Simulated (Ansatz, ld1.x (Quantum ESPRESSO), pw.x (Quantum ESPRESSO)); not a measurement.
Rb (fcc): variants of one TM potential in the solid

| Quantity | Value |
| --- | --- |
| Element | Rb |
| Generator | ld1.x (Quantum ESPRESSO) 7.5 |
| Type | norm-conserving Troullier–Martins (Kleinman–Bylander form) |
| Functional | PBEsol |
| Relativity | scalar-relativistic |
| Frozen core | [Kr] |
| Valence charge | 1 |
| Reference configuration | 5s1 5p0 |
| Partial waves | 5s (bound): rc 4.20 bohr; 5p (bound, empty): rc 3.50 bohr; 4d channel at -0.15 Ry: rc 3.60 bohr |
| Local potential | all-electron potential smoothed inside 3.60 bohr (lloc = -1) |
| Core correction | a·sin(br)/r model core inside 2.00 bohr |

Crystal test: fcc Rb in pw.x 7.5, no spin, 8³ k-points, Fermi–Dirac smearing 0.01 Ry, cutoffs set for each file from its atomic test. The reference is all-electron LAPW (Ansatz 0.2.0) with the same functional, mesh and smearing; V0 and B0 come from Birch–Murnaghan fits to the pressures at five volumes. Errors are pseudo minus all-electron; Δ is the rms difference of the E(V) curves that follow from these fits, minima aligned, over ±6 % about the mean V0. Mesh and smearing are coarse, so the numbers serve the comparison and aren't converged zero-temperature values; the lattice is a test structure that the element need not adopt.

All-electron: a0 = 7.037 Å (V0 = 87.11 Å³/atom), B0 = 2.8 GPa.

Base: This is a poor potential for the solid. The logarithmic derivative shows an extra or strongly shifted pseudo pole above the reference energy (s near 0.16 Ry, p near 1.86 Ry).

2 further variants are left out: they gave no file fit for a test, a broken result, the same result as the base, or pressures whose basis-set error rivals the error shown.

A dash in a converged row means that the minimum lies outside the volumes sampled.

```csv
change,cutoffs (Ry),pw.x,a0 (Å),a0 error (%),B0 error (%),Δ (meV/atom),mean pressure error (GPa)
base,50/200,converged,6.987,-0.70,+6.1,1.2,-0.06
wave 4d channel at -0.15 Ry: rc 3.60 bohr becomes 4d channel at 0.16 Ry: rc 3.60 bohr,50/200,converged,6.989,-0.68,+5.8,1.1,-0.06
wave 4d channel at -0.15 Ry: rc 3.60 bohr becomes 4d channel at 0.46 Ry: rc 3.60 bohr,50/200,converged,–,–,–,–,-0.15
wave 4d channel at -0.15 Ry: rc 3.60 bohr becomes 4d channel at 2.06 Ry: rc 3.60 bohr,50/200,converged,–,–,–,–,+0.35
```
